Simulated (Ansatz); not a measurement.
Results of PBE in Ansatz (plane waves, PAW) for 1T (CdI2-type) CdI₂.

Run with plane-wave cutoff 520 eV, 12×12×6 k mesh (along the axes of the cell as run), scalar-relativistic PAW data made under PBE.

Cell (measured lattice):

```cif
data_CdI2
_chemical_formula_sum 'Cd1 I2'
_space_group_name_H-M_alt 'P 1'
_space_group_IT_number 1
_cell_length_a 4.24400
_cell_length_b 4.24400
_cell_length_c 6.85900
_cell_angle_alpha 90.000
_cell_angle_beta 90.000
_cell_angle_gamma 120.000
loop_
_space_group_symop_operation_xyz
  'x, y, z'
loop_
_atom_site_label
_atom_site_type_symbol
_atom_site_fract_x
_atom_site_fract_y
_atom_site_fract_z
_atom_site_occupancy
Cd1 Cd 0.00000 0.00000 0.00000 1
I1 I 0.66667 0.33333 0.25242 1
I2 I 0.33333 0.66667 0.74758 1
```

Task: Give the computed elastic constant C66, Young modulus, elastic constant C13, elastic constant C11, elastic constant C12, elastic constant C33 and elastic constant C44.

Result: 
- elastic constant C66: 12.9 GPa
- Young modulus: 21.8 GPa
- elastic constant C13: 10.8 GPa
- elastic constant C11: 43.8 GPa
- elastic constant C12: 18.0 GPa
- elastic constant C33: 23.5 GPa
- elastic constant C44: 4.80 GPa

Note: the cell isn't this level's own, so it is under some stress, which shifts stiffness and frequencies.

Elastic constants are with the ions relaxed.

Spin–orbit coupling is not included.

It cost roughly 17 core-minutes of CPU time.

Ansatz is an electronic-structure program.
